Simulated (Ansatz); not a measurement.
Zinc-blende HgS (metastable phase) was calculated with PBEsol+SOC (plane waves, PAW; Ansatz, a first-principles code).

Numerical settings: plane-wave cutoff 520 eV, 10×10×10 k mesh, Fermi–Dirac smearing 0.01 eV, PAW data made under PBE.

Equation-of-state points:

```
V (Å³/atom)  E − E_lowest (meV/atom)
-----------  -----------------------
23.564                         19.78
24.066                          8.43
24.567                          2.02
25.068                          0.00
25.570                          1.88
26.071                          7.21
26.573                         15.62
```

Problem. What bulk modulus B0 and pressure derivative B′ does a third-order Birch–Murnaghan fit give?

Solution. V0 = 25.068 Å³/atom, B0 = 62.2 GPa, B′ = 4.9 (fit to the energies at full precision).

Measured, for comparison: equilibrium volume per atom 24.91 Å³/atom (295 K, not corrected to a static lattice; as tabulated in Cardona et al. (2009), arXiv:0908.2634). Computed less measured: equilibrium volume per atom +0.6 %.

Computed values are for the static lattice.
